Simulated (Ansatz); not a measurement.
# bcc Pt (model structure)

All values below come from r²SCAN-D4 in Ansatz (plane waves, PAW).

Settings: plane-wave cutoff 500 eV, 32×32×32 k mesh, Fermi–Dirac smearing 0.1 eV, scalar-relativistic PAW data made under PBE.

Cell (relaxed at this level):

```xyz
1
Lattice="-1.5660 1.5660 1.5660 1.5660 -1.5660 1.5660 1.5660 1.5660 -1.5660" Properties=species:S:1:pos:R:3 pbc="T T T"
Pt     0.0000     0.0000     0.0000
```

For bcc Pt (model structure), the band gap is zero (no gap).

Note: the relaxation could raise the start's symmetry but not lower it, so the cell can be a saddle point.

Spin–orbit coupling is not included.

Static lattice: no zero-point or thermal effects.

A model structure was made by putting elements into a prototype or built by hand; it is no filed structure, need not be a known phase, and can be a saddle point held by its symmetry.

Ansatz is a first-principles code.
